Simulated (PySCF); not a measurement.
Species: H7NPSi (charge +1).
Geometry (GFN2-xTB, Å), atoms numbered from 1 in this order:
```xyz
10
H7NPSi angstrom
N     -1.7934   -0.4334   -0.0547
Si    -0.6434    0.7790   -0.2932
P      1.5367   -0.2026    0.2147
H     -2.1274   -1.0496   -0.7810
H     -2.3166   -0.5586    0.7992
H     -0.3947    1.0728   -1.6950
H     -0.6555    1.7918    0.7491
H      2.0746   -1.1128   -0.6710
H      1.7058   -0.9219    1.3792
H      2.6229    0.6398    0.3303
```

The closed-shell SCF was solved with PySCF and density fitting under several settings on one GFN2-xTB geometry (grid level 2 and gas phase unless stated).

| settings | basis functions | SCF cycles | E (Eh) | HOMO (eV) | LUMO (eV) |
| --- | --- | --- | --- | --- | --- |
| PBE0/6-311+G(2d,p), grid level 4 | 139 | 12 | -689.2852 | -12.68 | -5.45 |
| BLYP/ANO-RCC-VDZP, energy threshold 1e-08 Eh, level shift 0.3 Eh | 85 | 13 | -689.2493 | -11.17 | -6.15 |
| PBE0/pcSseg-1, start guess vsap | 100 | 10 | -689.2099 | -12.68 | -5.25 |

Task: Estimate the rows for these settings: (1) wB97X/cc-pVDZ, start guess huckel; (2) OPBE/aug-pcSseg-1.

Result: 
```csv
settings,basis functions,SCF cycles,E (Eh),HOMO (eV),LUMO (eV)
"wB97X/cc-pVDZ, start guess huckel",85,10,-689.5325,-14.89,-2.96
OPBE/aug-pcSseg-1,155,14,-689.4474,-11.36,-6.18
```

Task: Over all rows, what range does the HOMO–LUMO gap span?

Result: From 5.02 eV (BLYP/ANO-RCC-VDZP, energy threshold 1e-08 Eh, level shift 0.3 Eh) to 11.93 eV (wB97X/cc-pVDZ, start guess huckel). The functional of the narrowest has no exact exchange, that of the widest range-separated exact exchange.

Task: Compare two rows with the functional PBE0: PBE0/pcSseg-1, start guess vsap and PBE0/6-311+G(2d,p), grid level 4. Which energy is lower, and by how much?

Result: PBE0/6-311+G(2d,p), grid level 4 (139 functions) lies 0.0753 Eh or 47 kcal/mol below PBE0/pcSseg-1, start guess vsap (100 functions).

Cycle counts include a coarse-grid stage where the run had one. All basis functions are spherical, in the Pople sets too. ANO-RCC sets were contracted for a scalar-relativistic Hamiltonian, but ran non-relativistically here.

One conformer stands for the species.
